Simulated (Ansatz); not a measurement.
A made-up structure of CH4NSi, doublet:

```xyz
7
angstrom
C -0.6365 0.0116 -0.7277
N -1.1003 -0.3564 0.5524
Si 0.5702 0.0742 0.7062
H -1.7865 -0.6882 1.2303
H -1.2213 0.7300 -1.3016
H 1.6597 -0.9112 0.5337
H 0.8868 1.2019 1.6039
```

It is relaxed with PBE-D4/def2-SVP and then PBE0-D4/def2-TZVP (Ansatz 0.2.0). Atoms count as bonded within 1.22 times the sum of their covalent radii (H–H: 0.88 Å). The end point is not checked to be a true minimum.

Problem. Does its bonding change? (Judge from chemistry; the calculation decides.)

Solution. Computed: No: no bond forms or breaks.

Where it ends: The first stage lowers the energy by 0.49 eV in 13 steps. It ends as CH₄NSi ([CH]1[NH][SiH2]1):
```tsv
atom	x (Å)	y (Å)	z (Å)
C1	-0.6552	0.0692	-0.6265
N2	-0.9965	-0.6159	0.5540
Si3	0.6163	0.0542	0.6269
H4	-1.8560	-0.4449	1.0600
H5	-1.3232	0.7041	-1.1933
H6	1.7457	-0.8991	0.6302
H7	0.8409	1.1943	1.5460
```

Labels in which every atom is bracketed show which atoms are joined, not bond orders.

For scale, one of the runs: PBE0-D4/def2-TZVP relaxation, 123 basis functions, launched by `ansatz run in.yaml --threads 2 --pin off --events-out ev --progress --plain --max-ram 4352MiB`. The run took about 27 s on 2 CPU threads of an Arm Neoverse V1 (shared host).
